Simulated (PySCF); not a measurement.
Structure problem from calculated spectra and properties.

Formula: C3H3FO.

* Dipole: 1.58 D [B3LYP/def2-SVPD]
* 13C NMR: chemical shifts (computed TMS as zero) by class: 181.8 (1 C), 165.3 (1 C), 97.1 (1 C) ppm [GIAO KT2/pcSseg-2]
* Rotational structure: rotational constants A, B, C: 10.162, 4.217, 2.980 GHz [PBE0-D3(BJ)/def2-SVP]
* Couplings: largest of the computed one-bond spin–spin couplings (means over like bonds): 19F–13C -338.8, 13C–1H +186.3, 13C–1H +180.1, 13C–1H +174.5, 13C–13C +96.0, 13C–13C +69.4, 17O–13C +30.5 Hz [B3LYP/pcJ-1]
* Triplet: lowest triplet excitation (Tamm–Dancoff): 3.11 eV [TDA B3LYP/def2-SVPD]
* NMR, other nuclei: isotropic shieldings of nuclei other than C and H, by class: -286 (1 O), 284 (1 F) ppm [GIAO KT2/pcSseg-2]

The electronic properties come from PySCF, for the isolated species, density fitting. Levels stand in brackets. Isolated species at its PBE0-D3(BJ)/def2-SVP geometry (one conformer only). Each NMR value is the plain mean over a class of atoms that symmetry, rotation or inversion makes alike.

Question: What is the compound? Reason from the data.

Answer: Numbering: `[CH2:1]=[C:2]([F:3])[CH:4]=[O:5]`. Its formula, C3H3FO, gives 2 degrees of unsaturation: 0 rings and 2 π bonds in the structure found. 3 carbons fall into 3 classes; from least to most shielded: aldehyde carbon [C4] (181.8 ppm), vinylic C–F carbon [C2] (165.3 ppm), terminal =CH2 carbon [C1] (97.1 ppm). The other shieldings belong to: -286 ppm, aldehyde oxygen [O5]; 284 ppm, vinyl fluorine [F3]. The couplings run between: -338.8 Hz, vinyl fluorine [F3] and vinylic C–F carbon [C2]; +186.3 Hz, aldehyde carbon [C4] and its hydrogen; +180.1 Hz, terminal =CH2 carbon [C1] and its hydrogen; +174.5 Hz, terminal =CH2 carbon [C1] and its hydrogen; +96.0 Hz, terminal =CH2 carbon [C1] and vinylic C–F carbon [C2]; +69.4 Hz, vinylic C–F carbon [C2] and aldehyde carbon [C4]; +30.5 Hz, aldehyde oxygen [O5] and aldehyde carbon [C4]. The optimised geometry has point group Cs and is an asymmetric top. Structure: `C=C(F)C=O`. Computed isomers that give other values at the same levels: `O=C/C=C/F` (rotational constant A: 21.239 GHz; this holds for the one conformer computed); `O=C=CCF` (rotational constant A: 18.688 GHz; this holds for the one conformer computed); `C=CC(=O)F` (rotational constant A: 11.000 GHz; this holds for the one conformer computed). The assignments are read from this structure; whether some other isomer fits the data as well wasn't checked.

The values belong to the conformer `[CH2:1]=[C:2]([F:3])[CH:4]=[O:5]`: C1–C2–C4–O5 0°.
